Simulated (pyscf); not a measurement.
## Routes from `[OH][BH][OH]` + `[ClH]`

Candidate steps break at most two bonds and form at most two. Each was searched with GFN2-xTB (tblite) first. Single points on ωB97X-D3(BJ)/def2-SVP structures (PySCF, gas phase). MP2 and CC: frozen core, UHF for open shells. ΔMP2 is the change of the MP2 total energy from the triple- to the quadruple-zeta basis. Energies: CCSD(T)/def2-TZVPP + ΔMP2(QZVPP), kcal/mol, from the separated reactants, singlet surface; ΔG‡ with ideal gas, 1 atm, RRHO with modes under 100 cm⁻¹ raised to 100, one conformer, R ln 2 for chiral ones without a mode under 150 cm⁻¹.

| products | type | ΔE‡ | ΔE | ΔG‡ 298 K | ΔG‡ 900 K | ν‡ (cm⁻¹) |
|---|---|---|---|---|---|---|
| H₂O + HO–BH–Cl | four-centre exchange | 23.3 | +9.5 | 32.5 | 52.4 | 840i |
| HO–BH–OH + HCl | four-centre exchange | 32.6 | 0.0 | 41.3 | 60.4 | 1135i |

Row 1: On the reactant side the descent ends in a complex, 5.9 kcal/mol under the separated species and 27.2 kcal/mol under the saddle at ωB97X-D3(BJ)/def2-TZVP. Row 2: On the reactant side the descent ends in a complex, 5.9 kcal/mol under the separated species and 37.4 kcal/mol under the saddle at ωB97X-D3(BJ)/def2-TZVP. 

Plain bond fissions and candidates not yet searched are not listed, and one of them may be faster. Each barrier is that of the saddle found; lower ones may exist. The CCSD(T) − MP2 part came from Ansatz, without density fitting, on the same reference.
